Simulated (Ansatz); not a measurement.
# BSiH4 (SMILES [BH][SiH3]): the energy, rung by rung

BSiH4: 6 atoms, total charge 0, spin state doublet. As SMILES, `[BH][SiH3]`. The coordinates come from a GFN2-xTB relaxation.

```csv
atom,x (Å),y (Å),z (Å)
B,0.9385,-0.8301,0.6514
Si,-0.2687,0.3784,-0.1983
H,1.2069,-1.9213,0.9296
H,-1.5115,-0.1384,-0.8202
H,0.3927,1.1027,-1.3009
H,-0.7579,1.4086,0.7384
```

Quantity: the energy change with the B1–H3 bond stretched from 1.158 to 2.315 Å, in eV. The values are calculated.

```
           level                    kind  program  value (eV)  less FCI/STO-3G  CPU time (all runs)
      UHF/STO-3G            Hartree–Fock   Ansatz        4.57            +0.18               0.59 s
   USVWN5/STO-3G                     LDA   Ansatz        5.07            +0.68                3.2 s
 U-revPBE/STO-3G                     GGA   Ansatz        4.74            +0.35                7.5 s
   UBHLYP/STO-3G           global hybrid   Ansatz        5.12            +0.73                7.3 s
U-wB97M-V/STO-3G  range-separated hybrid   Ansatz        5.20            +0.81                 64 s
  UB2PLYP/STO-3G           double hybrid   Ansatz        5.03            +0.64                 11 s
  RPA@PBE/STO-3G                     RPA   Ansatz        4.70            +0.31                 12 s
 UBCCD(T)/STO-3G   coupled cluster or CI   Ansatz        4.43            +0.04                1.8 s
 UCCSD(T)/STO-3G   coupled cluster or CI   Ansatz        4.47            +0.08                  1 s
      FCI/STO-3G      exact in the basis   Ansatz        4.39             0.00                 30 s
```

FCI/STO-3G is exact within its basis and frozen core, so for wave-function methods in that basis the difference is their error; functionals converge differently with the basis, so for them it is only a difference. The first shape isn't each level's own minimum. The values span 4.39 to 5.20 eV. Spin contamination of the reference (⟨S²⟩ at least 0.1 too high) touches UHF/STO-3G, U-revPBE/STO-3G, UBHLYP/STO-3G, U-wB97M-V/STO-3G, UB2PLYP/STO-3G, RPA@PBE/STO-3G, UBCCD(T)/STO-3G, UCCSD(T)/STO-3G. All rows use very small basis sets, so even the best lies far from the true value. CPU times are rough (shared hosts, several kinds of processor): they show what a rung costs within a factor of a few.
